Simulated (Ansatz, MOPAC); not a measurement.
Reaction (SMILES): C[SiH](C)OC=O + 6 [H][H] (H2) -> 3 C (CH4) + 2 O (H2O) + [SiH4] (SiH4)

Wanted: energy of full hydrogenation (enthalpy at 298 K), in kcal/mol. Conventions: valence correlation only; non-relativistic; spin-orbit terms left out; no dispersion term unless named. Basis-set limits of correlation are two-point, X^-3; Hartree-Fock from the larger set. Ab initio and DFT rows: single points at B3LYP-D3(BJ) geometries (Ansatz, a first-principles code), with unscaled harmonic terms from B3LYP/6-31G* (Ansatz) at its own minima. Semi-empirical rows: MOPAC heats of formation at their own minima for 298 K.

```tsv
species	coefficient	E at HF/STO-3G (Ansatz), Eh	E at wB97M-V/def2-TZVPD (Ansatz), Eh	H(298 K) - E, kcal/mol	heat of formation at AM1 (MOPAC), kcal/mol
C[SiH](C)OC=O	-1	-550.21817	-559.14479	73.63	-136.58
[H][H] (H2)	-6	-1.11653	-1.16077	8.44	-5.18
C (CH4)	+3	-39.72674	-40.49098	30.76	-8.79
O (H2O)	+2	-74.96339	-76.43347	15.65	-59.25
[SiH4] (SiH4)	+1	-287.91011	-291.84546	22.18	4.12
```

Coupled cluster (Ansatz) is a level with limits of its own, used here on species with T1 under 0.025 (0.045 for open shells) and stable references: CCSD(T)/CBS(cc-pV(T+d)Z,cc-pV(Q+d)Z). Value to compare with, CCSD(T)/CBS(cc-pV(T+d)Z,cc-pV(Q+d)Z) (Ansatz): -27.5 kcal/mol. 1 Eh = 627.5095 kcal/mol.

Task: Work the quantity out at each level, and compare with CCSD(T)/CBS(cc-pV(T+d)Z,cc-pV(Q+d)Z) (Ansatz).

Result: 
- HF/STO-3G: the sum of coefficient times E is -0.09976 Eh, or -62.60 kcal/mol; the thermal terms add 21.49. Result: -41.1 kcal/mol. Its difference against CCSD(T)/CBS(cc-pV(T+d)Z,cc-pV(Q+d)Z) (Ansatz) is -13.6 kcal/mol.
- wB97M-V/def2-TZVPD: the sum of coefficient times E is -0.07593 Eh, or -47.65 kcal/mol; the thermal terms add 21.49. Result: -26.2 kcal/mol. Its difference against CCSD(T)/CBS(cc-pV(T+d)Z,cc-pV(Q+d)Z) (Ansatz) is 1.3 kcal/mol.
- AM1: the sum of coefficient times heat of formation is 26.91 kcal/mol; it needs no thermal term. Its difference against CCSD(T)/CBS(cc-pV(T+d)Z,cc-pV(Q+d)Z) (Ansatz) is 54.4 kcal/mol.
